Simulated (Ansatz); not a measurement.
Write a Python script for the Ansatz DFT code, driven from Python that makes a single point in a Gaussian basis of C₃H₄F₂O, SMILES CC(F)=C(O)F. Use: LC-wPBE, def2-SVP basis, multiplicity 1.

```yaml
atoms:
  - { symbol: C, position_ang: [-0.6300, -1.0480, 0.8709] }
  - { symbol: C, position_ang: [0.2926, -0.4366, -0.1158] }
  - { symbol: F, position_ang: [1.2053, -1.2667, -0.6297] }
  - { symbol: C, position_ang: [0.3672, 0.8533, -0.5215] }
  - { symbol: O, position_ang: [1.2123, 1.3172, -1.4348] }
  - { symbol: F, position_ang: [-0.6332, 1.7142, -0.0376] }
  - { symbol: H, position_ang: [-0.1189, -1.3970, 1.7328] }
  - { symbol: H, position_ang: [-1.1939, -1.8066, 0.3865] }
  - { symbol: H, position_ang: [-1.3978, -0.2446, 1.2541] }
  - { symbol: H, position_ang: [0.9793, 2.2635, -1.5020] }
```

`energy_c3h4f2o.py`
```python
"""Single point of C3H4F2O."""

from pathlib import Path

import ansatz as az
import numpy as np

GEOMETRY = """
C    -0.63000   -1.04800    0.87090
C     0.29260   -0.43660   -0.11580
F     1.20530   -1.26670   -0.62970
C     0.36720    0.85330   -0.52150
O     1.21230    1.31720   -1.43480
F    -0.63320    1.71420   -0.03760
H    -0.11890   -1.39700    1.73280
H    -1.19390   -1.80660    0.38650
H    -1.39780   -0.24460    1.25410
H     0.97930    2.26350   -1.50200
"""

system = az.Crystal.molecule()
for line in GEOMETRY.strip().splitlines():
    symbol, *xyz = line.split()
    system = system.atom(symbol, [float(v) for v in xyz])

calc = system.calculation()
calc = calc.basis(gaussian="def2-SVP")
calc = calc.functional("lc_wpbe").forces()
calc = calc.orbitals()
print(calc.to_yaml())
done = calc.run(runs_dir="out")
rep = done.report

for key in ("converged", "free_energy_ev", "reference_energy_ev", "n_frozen", "n_occupied", "n_virtual"):
    print(f"{key:22s} {rep[key]}")

symbols = [site.symbol for site in system.cartesian_sites]
print("forces (eV/A)")
for symbol, f in zip(symbols, rep["forces_ev_ang"]):
    print(f"  {symbol:2s} {f[0]:9.4f} {f[1]:9.4f} {f[2]:9.4f}")

charges = rep["charge_distribution"]
dipole = np.array(charges["dipole_moment_e_ang"]) * 4.803205
print("dipole (D): {:.3f} {:.3f} {:.3f}, length {:.3f}".format(*dipole, np.linalg.norm(dipole)))
print("atom  Mulliken   Lowdin")
for symbol, m, l in zip(symbols, charges["mulliken_charges_e"], charges["lowdin_charges_e"]):
    print(f"{symbol:4s} {m:9.3f} {l:8.3f}")

lines = Path(rep["orbitals_path"]).read_text().splitlines()
field_of = lambda key: [line.split("=")[1].strip() for line in lines if line.startswith(key)]
orbitals = [(27.211386 * float(e), s, float(n)) for e, s, n in zip(field_of("Ene="), field_of("Spin="), field_of("Occup="))]
homo = max(e for e, _, n in orbitals if n > 0.5)
lumo = min(e for e, _, n in orbitals if n < 0.5)
for e, spin, n in sorted(orbitals):
    if homo - 15 < e < lumo + 5:
        print(f"{spin:6s} {e:10.3f} eV  occupation {n:.0f}")
```

```console
$ python energy_c3h4f2o.py
crystal:
  periodic: [false, false, false]
  atoms:
    - { symbol: C, position_ang: [-0.63, -1.048, 0.8709] }
    - { symbol: C, position_ang: [0.2926, -0.4366, -0.1158] }
    - { symbol: F, position_ang: [1.2053, -1.2667, -0.6297] }
    - { symbol: C, position_ang: [0.3672, 0.8533, -0.5215] }
    - { symbol: O, position_ang: [1.2123, 1.3172, -1.4348] }
    - { symbol: F, position_ang: [-0.6332, 1.7142, -0.0376] }
    - { symbol: H, position_ang: [-0.1189, -1.397, 1.7328] }
    - { symbol: H, position_ang: [-1.1939, -1.8066, 0.3865] }
    - { symbol: H, position_ang: [-1.3978, -0.2446, 1.2541] }
    - { symbol: H, position_ang: [0.9793, 2.2635, -1.502] }
basis:
  gaussian:
    orbitals: def2-SVP
hamiltonian:
  xc: lc_wpbe
output:
  orbitals: {}
  forces: true

converged              True
free_energy_ev         -10641.40866241035
reference_energy_ev    -10641.40866241035
n_frozen               0
n_occupied             [24, 24]
n_virtual              [80, 80]
forces (eV/A)
  C    -1.7103    3.4332    0.0602
  C     0.3508    1.6354   -0.2011
  F     0.2336   -0.3099   -0.0921
  C    -2.3051   -1.5359    1.5332
  O    -0.6956    1.3904    0.3240
  F     2.1144   -0.8547   -1.1344
  H     0.7586   -0.7452    1.0156
  H    -0.6586   -1.2354   -0.3873
  H     1.4608   -1.4521   -0.8178
  H     0.4514   -0.3258   -0.3002
dipole (D): -0.835 1.415 0.380, length 1.687
atom  Mulliken   Lowdin
C       -0.018    0.024
C       -0.008   -0.239
F       -0.188    0.116
C        0.206   -0.226
O       -0.158    0.210
F       -0.224    0.046
H        0.059    0.004
H        0.056    0.005
H        0.074    0.046
H        0.200    0.013
Alpha     -23.022 eV  occupation 2
Alpha     -19.545 eV  occupation 2
Alpha     -19.287 eV  occupation 2
Alpha     -18.149 eV  occupation 2
Alpha     -17.044 eV  occupation 2
Alpha     -16.139 eV  occupation 2
Alpha     -15.773 eV  occupation 2
Alpha     -15.448 eV  occupation 2
Alpha     -14.616 eV  occupation 2
Alpha     -14.483 eV  occupation 2
Alpha     -13.960 eV  occupation 2
Alpha     -13.841 eV  occupation 2
Alpha     -13.082 eV  occupation 2
Alpha      -8.799 eV  occupation 2
Alpha       3.580 eV  occupation 0
Alpha       3.842 eV  occupation 0
Alpha       4.662 eV  occupation 0
Alpha       5.433 eV  occupation 0
Alpha       5.898 eV  occupation 0
Alpha       6.645 eV  occupation 0
Alpha       7.806 eV  occupation 0
```

What to keep in mind:
- Total energies depend on the basis set; only differences at equal settings carry meaning.
- The geometry is a force-field or estimated start, not a minimum of this method, and the basis set is short of its limit.
- The Löwdin charges here are taken after orthogonalising the functions within each atom; they differ from plain Löwdin charges, and their signs can be unphysical.
- Alpha marks a spatial orbital of a restricted run, filled by both spins.
- Levels such as HOMO and LUMO are orbital energies: with these approximate functionals they aren't the ionisation energy and electron affinity, and their gap isn't the fundamental gap.
- Timing: 2.5 s on 1 thread of Intel(R) Xeon(R) 6975P-C (Granite Rapids), on a shared host, peak memory 0.23 GiB.

(A comment or docstring line of the script was reworded after the run, the code is as it ran; lines on the test bed's own set-up are left out of the output.)
